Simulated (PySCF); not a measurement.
# CH6BO−: geometry, NMR shifts, spin-spin couplings, electronic excitations and core binding energies, part 2 of 2

PySCF 2.14.0. Atoms count from 0.

## 5. Ultraviolet spectrum: CAM-B3LYP/def2-SVPD

Job settings and geometry (Å):

```
{"job": {"kind": "uv", "xc": "CAM-B3LYP", "basis": "def2-SVPD", "ip": true}, "charge": -1, "multiplicity": 1}
B      0.880818     0.437713    -0.604582
O     -0.449094     0.581072    -1.253858
C     -1.489153     0.132151    -0.502555
H      1.131643    -0.776318    -0.345343
H      0.927210     1.082260     0.484636
H      1.757092     0.879633    -1.378270
H     -1.415267    -0.954324    -0.237836
H     -2.456823     0.264015    -1.038590
H     -1.593175     0.659992     0.480583
```

Method: TDDFT CAM-B3LYP/def2-SVPD, vertical, gas phase, core orbitals frozen in the response.

The log of the run:

```text
coarse grid: 6984 points
cycle   1  E = -141.5130706251  dE =  4.475e-02  |g| = 6.737e-01  |ddm| = 3.306e+00
cycle   2  E = -141.4255998880  dE =  8.747e-02  |g| = 1.002e+00  |ddm| = 1.563e+00
cycle   3  E = -141.6234185453  dE = -1.978e-01  |g| = 5.625e-02  |ddm| = 9.215e-01
cycle   4  E = -141.6240967170  dE = -6.782e-04  |g| = 2.383e-02  |ddm| = 1.231e-01
cycle   5  E = -141.6242740415  dE = -1.773e-04  |g| = 2.727e-03  |ddm| = 5.399e-02
cycle   6  E = -141.6242763032  dE = -2.262e-06  |g| = 4.237e-04  |ddm| = 9.023e-03
final grid: 65856 points
cycle   7  E = -141.6553572379  dE = -1.755e-05  |g| = 1.834e-03  |ddm| = 3.641e-02
cycle   8  E = -141.6553576230  dE = -3.851e-07  |g| = 1.548e-03  |ddm| = 6.506e-03
cycle   9  E = -141.6553581823  dE = -5.593e-07  |g| = 2.289e-04  |ddm| = 1.817e-03
cycle  10  E = -141.6553581912  dE = -8.900e-09  |g| = 1.610e-04  |ddm| = 4.203e-04
cycle  11  E = -141.6553581964  dE = -5.242e-09  |g| = 2.362e-05  |ddm| = 2.106e-04
cycle  12  E = -141.6553581966  dE = -1.799e-10  |g| = 6.530e-06  |ddm| = 6.438e-05
converged SCF energy = -141.6553581966

Static polarisability (au): isotropic 50.634, principal 47.106 48.882 55.913

Singlet excitations
state   eV       nm        f      main configurations
  1   4.9958    248.2   0.03908   H->L 0.96
  2   5.6198    220.6   0.01109   H->L+1 0.95
  3   5.9396    208.7   0.06114   H-1->L 0.81, H-1->L+1 0.16
  4   6.3698    194.6   0.02154   H->L+2 0.88
  5   6.5605    189.0   0.00503   H-1->L+1 0.71, H-3->L 0.12, H-1->L 0.12
  6   6.9299    178.9   0.01878   H->L+4 0.83
  7   6.9804    177.6   0.02962   H->L+3 0.96
  8   7.2193    171.7   0.00069   H-2->L 0.87
  9   7.2721    170.5   0.04520   H-3->L 0.74, H-1->L+1 0.10
 10   7.3648    168.3   0.02973   H-1->L+2 0.70, H-1->L+4 0.19

Triplet excitations (Tamm-Dancoff, eV): 4.8798 5.5333 5.7502 6.1976
Vertical ionisation energy (delta-SCF) = 3.3887 eV
```

Run time: 16 s. Hardware: 1 thread, shared host.

Frontier orbitals and where they lie:

```csv
orbital,eV,atoms
HOMO−3,-4.84,"O1 43 %, B0 17 %, C2 15 %"
HOMO−2,-4.70,"O1 30 %, B0 22 %, C2 14 %"
HOMO−1,-3.36,"B0 34 %, H5 24 %, O1 20 %"
HOMO,-2.49,"O1 40 %, B0 21 %, H3 14 %"
LUMO,5.22,"B0 38 %, C2 22 %, H7 12 %"
LUMO+1,5.72,"B0 41 %, C2 19 %, H7 12 %"
LUMO+2,6.92,"O1 49 %, H7 15 %, H6 10 %"
```

With each of the 10 states as a Gaussian band of 0.4 eV half-width at 1/e, the curve within the window shown has maxima at 247 nm (ε 1,600), 208 nm (ε 3,000), 173 nm (ε 4,200) L/(mol cm). Beyond the last state computed it falls off for lack of states. The curve at chosen wavelengths:

nm, ε (L/mol/cm) and a bar:
```
      162       1482 ##########
      167       3225 #######################
      172       4195 ##############################
      176       3984 ############################
      181       3042 #####################
      186       2197 ###############
      191       1914 #############
      196       2149 ###############
      200       2528 ##################
      205       2939 #####################
      210       2986 #####################
      215       2605 ##################
      220       2020 ##############
      224       1608 ###########
      229       1325 #########
      234       1314 #########
      239       1461 ##########
      244       1605 ###########
      248       1634 ###########
      253       1525 ##########
      258       1284 ########
      263        982 ######
      268        688 ####
      272        489 ##
      277        300 #
      282        173
```

Further results of this job:

```csv
property,computed
polarisability (Å³),7.50
HOMO–LUMO gap (eV),7.71
−ε(HOMO) (eV),2.49
```

## 6. Shielding tensors: CAM-B3LYP/pcSseg-2

Same as in step 5 but for these lines:

```diff
@@ -1,2 +1,2 @@
-{"job": {"kind": "uv", "xc": "CAM-B3LYP", "basis": "def2-SVPD", "ip": true}, "charge": -1, "multiplicity": 1}
+{"job": {"kind": "nmr", "xc": "CAM-B3LYP", "basis": "pcSseg-2", "pop": false}, "charge": -1, "multiplicity": 1}
 B      0.880818     0.437713    -0.604582
```

Level: GIAO CAM-B3LYP/pcSseg-2 NMR shielding, non-relativistic, gas phase.

The log of the run:

```text
coarse grid: 6984 points
cycle   1  E = -141.6898137062  dE =  6.101e-02  |g| = 7.343e-01  |ddm| = 1.710e+00
cycle   2  E = -141.5885506529  dE =  1.013e-01  |g| = 1.087e+00  |ddm| = 2.007e+00
cycle   3  E = -141.8104336424  dE = -2.219e-01  |g| = 6.549e-02  |ddm| = 1.326e+00
cycle   4  E = -141.8112336484  dE = -8.000e-04  |g| = 2.684e-02  |ddm| = 6.901e-02
cycle   5  E = -141.8114427523  dE = -2.091e-04  |g| = 3.740e-03  |ddm| = 2.692e-02
cycle   6  E = -141.8114463197  dE = -3.567e-06  |g| = 5.841e-04  |ddm| = 7.249e-03
final grid: 65856 points
cycle   7  E = -141.8132732473  dE = -3.603e-05  |g| = 2.753e-03  |ddm| = 1.673e-02
cycle   8  E = -141.8132736027  dE = -3.554e-07  |g| = 2.476e-03  |ddm| = 3.729e-03
cycle   9  E = -141.8132748820  dE = -1.279e-06  |g| = 3.728e-04  |ddm| = 1.598e-03
cycle  10  E = -141.8132748992  dE = -1.716e-08  |g| = 2.429e-04  |ddm| = 5.227e-04
cycle  11  E = -141.8132749096  dE = -1.044e-08  |g| = 2.507e-05  |ddm| = 1.252e-04
cycle  12  E = -141.8132749098  dE = -2.029e-10  |g| = 6.418e-06  |ddm| = 5.519e-05
converged SCF energy = -141.8132749098

GIAO shielding tensors (ppm)
atom      isotropic    diamagn.    paramagn.     s11        s22        s33       span
  0 B      111.594     181.140     -69.546     91.700     93.243    149.838     58.138
  1 O      334.955     389.631     -54.676    282.147    360.855    361.862     79.715
  2 C      119.826     234.030    -114.205     86.846     90.133    182.499     95.653
  3 H       28.893      29.281      -0.387     26.088     28.035     32.557      6.469
  4 H       28.894      29.279      -0.385     26.090     28.035     32.557      6.467
  5 H       28.578      29.439      -0.861     26.412     26.925     32.396      5.985
  6 H       28.115      28.899      -0.784     24.811     26.665     32.869      8.058
  7 H       27.843      28.941      -1.097     24.071     25.675     33.784      9.713
  8 H       28.115      28.877      -0.762     24.809     26.665     32.869      8.060
```

It took 14 s on 1 thread, shared host.

Key values: δ C2 62.7, B0 -13.7, O1 -5.2, H6 3.31, H3 2.55 ppm (means over like atoms).

## 7. X-ray photoelectron lines: SCAN, X2C

Same as in step 6 but for these lines:

```diff
@@ -1,2 +1,2 @@
-{"job": {"kind": "nmr", "xc": "CAM-B3LYP", "basis": "pcSseg-2", "pop": false}, "charge": -1, "multiplicity": 1}
+{"job": {"kind": "xps"}, "charge": -1, "multiplicity": 1}
 B      0.880818     0.437713    -0.604582
```

Method: delta-SCF UKS SCAN, pcX-2 on the ionised atom, pcseg-1 elsewhere, spin-free X2C.

The log of the run:

```text
ground state, core basis on atom 0 (B), 103 functions
  cycle   1  E = -141.66199807  |g| = 7.18e-01
  cycle   2  E = -141.28554250  |g| = 1.50e+00
  cycle   3  E = -141.79593117  |g| = 1.72e-01
  cycle   4  E = -141.80209044  |g| = 6.45e-02
  cycle   5  E = -141.80317803  |g| = 9.84e-03
  cycle   6  E = -141.80320024  |g| = 3.53e-03
  cycle   7  E = -141.80320311  |g| = 1.71e-03
  cycle   8  E = -141.80320440  |g| = 7.07e-05
  E(ground) = -141.81012411 Eh
hole in B 1s of atom 0
  cycle   1  E = -134.46198886  |g| = 1.17e+00
  cycle   2  E = -133.94195688  |g| = 1.45e+00
  cycle   3  E = -134.84346792  |g| = 2.71e-01
  cycle   4  E = -134.86147888  |g| = 2.00e-01
  cycle   5  E = -134.87664856  |g| = 3.16e-02
  cycle   6  E = -134.87697666  |g| = 1.03e-02
  cycle   7  E = -134.87700833  |g| = 7.16e-03
  cycle   8  E = -134.87703835  |g| = 1.34e-03
  cycle   9  E = -134.87704033  |g| = 5.65e-04
  cycle  10  E = -134.87704116  |g| = 1.69e-04
  E(ion) = -134.88376940 Eh   <S^2> = 0.7729   hole on atom = 1.000   binding energy = 188.476 eV
ground state, core basis on atom 1 (O), 103 functions
  cycle   1  E = -141.84278098  |g| = 9.33e-02
  cycle   2  E = -141.84262080  |g| = 3.83e-02
  cycle   3  E = -141.84239507  |g| = 5.28e-02
  cycle   4  E = -141.84286913  |g| = 2.63e-03
  cycle   5  E = -141.84287119  |g| = 4.81e-04
  E(ground) = -141.84472150 Eh
hole in O 1s of atom 1
  cycle   1  E = -121.47734962  |g| = 2.23e+00
  cycle   2  E = -121.01847699  |g| = 2.21e+00
  cycle   3  E = -122.25537994  |g| = 3.94e-01
  cycle   4  E = -122.29777375  |g| = 7.26e-02
  cycle   5  E = -122.29957241  |g| = 2.59e-02
  cycle   6  E = -122.29989473  |g| = 6.78e-03
  cycle   7  E = -122.29991683  |g| = 1.71e-03
  cycle   8  E = -122.29991850  |g| = 8.69e-04
  cycle   9  E = -122.29991850  |g| = 1.57e-04
  E(ion) = -122.30334803 Eh   <S^2> = 0.7619   hole on atom = 1.000   binding energy = 531.748 eV
ground state, core basis on atom 2 (C), 103 functions
  cycle   1  E = -141.81352875  |g| = 7.00e-02
  cycle   2  E = -141.81264892  |g| = 8.10e-02
  cycle   3  E = -141.81373336  |g| = 2.72e-02
  cycle   4  E = -141.81387134  |g| = 2.52e-03
  cycle   5  E = -141.81387285  |g| = 3.57e-04
  E(ground) = -141.81768949 Eh
hole in C 1s of atom 2
  cycle   1  E = -130.71339348  |g| = 1.50e+00
  cycle   2  E = -129.28853784  |g| = 2.23e+00
  cycle   3  E = -131.19672342  |g| = 3.70e-01
  cycle   4  E = -131.25083103  |g| = 1.62e-01
  cycle   5  E = -131.26356171  |g| = 6.67e-02
  cycle   6  E = -131.26511240  |g| = 2.38e-02
  cycle   7  E = -131.26534947  |g| = 8.13e-03
  cycle   8  E = -131.26539319  |g| = 2.27e-03
  cycle   9  E = -131.26539927  |g| = 1.05e-03
  cycle  10  E = -131.26540061  |g| = 1.58e-04
  E(ion) = -131.26898093 Eh   <S^2> = 0.7723   hole on atom = 1.000   binding energy = 287.045 eV
```

It took 7.8 s on 1 thread, shared host.

The holes in one table. −ε is the ground-state orbital energy:

```csv
hole,stands for,environment,ΔSCF (eV),−ε (eV),⟨S²⟩
B1s on B0,B0,"boron bonded to O, 3 H",188.48,172.8,0.773
O1s on O1,O1,"oxygen bonded to C, B",531.75,510.2,0.762
C1s on C2,C2,methyl carbon bonded to O,287.04,269.7,0.772
```

## 8. Comparing the runs: NMR shifts

Shifts (ppm), means over like atoms, with basis size and wall time:

```csv
run,C2,H6,H3,B0,O1,functions,time
PBE0/pcSseg-1,61.2,3.11,2.41,-14.2,-1.2,81,3.8 s
CAM-B3LYP/pcSseg-2,62.7,3.31,2.55,-13.7,-5.2,192,14 s
```

## 9. Results

The summary covers parts 1 to 2.

| quantity | value |
| --- | --- |
| point group | Cs |
| rotational constants (main isotopes) | 37.05, 9.66, 8.63 GHz |
| ¹³C shifts against TMS (PBE0/pcSseg-1) | 61.2 ppm |
| ¹H shifts against TMS (PBE0/pcSseg-1, means over atoms taken as alike) | 3.11, 2.41 ppm |
| ¹¹B shifts against BF3·OEt2 (PBE0/pcSseg-1) | -14.2 ppm |
| ¹⁷O shifts against H2O (PBE0/pcSseg-1) | -1.2 ppm |
| largest coupling of the table (B3LYP/pcJ-1) | ¹J(C,H) C2–H6, 134.2 Hz |
| lowest singlet (CAM-B3LYP/def2-SVPD) | 5.00 eV (248 nm), f = 0.039 |
| brightest single state of those computed | state 3, 5.94 eV, f = 0.061 |
| lowest triplet | 4.88 eV |
| vertical ionisation energy (ΔSCF) | 3.39 eV |
| B1s binding energies, SCAN/pcX-2 | B0 188.48 eV |
| O1s binding energies, SCAN/pcX-2 | O1 531.75 eV |
| C1s binding energies, SCAN/pcX-2 | C2 287.04 eV |
| range of the shift of O1 | -5.2 to -1.2 ppm |

**Reading.** Over 4 steps the energy fell by 0.052 eV; of the close pairs, B0–H5 changed most, 1.212 to 1.250 Å. No frequency check was run at this level, so the end point may be a saddle. The most deshielded hydrogen is H6, H7, H8 (mean) (hydrogen on a methyl carbon bonded to O), at 3.11 ppm: its carbon carries O, hence the downfield position. Of the pairs tabulated at B3LYP/pcJ-1, C2–H6 (mean over like pairs) couples most strongly (134.2 Hz; Fermi contact 132.8 Hz). The first singlet state (HOMO→LUMO 0.96) lies at 5.00 eV and is weak; of the 10 states computed, the strongest absorption comes from state 3 at 5.94 eV. The lowest triplet lies 0.12 eV below the lowest singlet (triplets in Tamm-Dancoff, singlets in full TDDFT). In the gas-phase run even the lowest singlet lies above the computed detachment energy of this anion, so its states are not to be taken as bound. At CAM-B3LYP/def2-SVPD, all states lie near or above the ionisation energy, where they hang on the basis. ΔSCF puts the ionisation energy at 3.39 eV, 0.90 eV above −ε(HOMO). Across the 2 runs the shift of O1 moves most, between -5.2 (CAM-B3LYP/pcSseg-2) and -1.2 ppm (PBE0/pcSseg-1). Most of that comes from the computed reference, not from the atom's own shielding.
